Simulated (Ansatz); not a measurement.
Relaxation of CH5B (7 atoms, charge 0, multiplicity 1), to a largest force component of 0.02 eV/Å in at most 40 steps.

All numbers below come from RKS PBE-D4/def2-SVP (Ansatz).

```xyz
7
Properties=species:S:1:pos:R:3
B 0.000 0.000 0.000
C 0.000 0.000 1.600
H -1.000 -0.309 1.970
H 0.768 -0.711 1.970
H 0.232 1.020 1.970
H 1.030 0.000 -0.595
H -1.030 0.000 -0.595
```

Q: Where does it end, and by what steps?

A: It converged. The force dipped under the threshold on the way, but the program's further checks kept it going. After 8 steps the energy has fallen by 0.083 eV; H7 moved furthest, 0.19 Å.

```
step  energy less start (eV)  largest force component (eV/Å)  accepted
   0                  0.0000                           1.502       yes
   1                 -0.0614                           0.672       yes
   2                 -0.0759                           0.222       yes
   3                 -0.0759                           0.265        no
   4                 -0.0787                           0.028       yes
   5                 -0.0821                           0.033       yes
   6                 -0.0761                           0.263        no
   7                 -0.0829                           0.010       yes
   8                 -0.0830                           0.019       yes
```

```xyz
7
Properties=species:S:1:pos:R:3
B 0.000 -0.018 0.021
C -0.012 -0.082 1.575
H -0.973 -0.380 2.039
H 0.838 -0.615 2.046
H 0.126 0.999 1.846
H 1.046 -0.096 -0.602
H -1.026 0.193 -0.605
```

Whether the end is a true minimum wasn't checked by a vibrational analysis.

The run took 7.8 s on 1 thread of Arm Neoverse V2, on a shared host, peak memory 0.098 GiB.
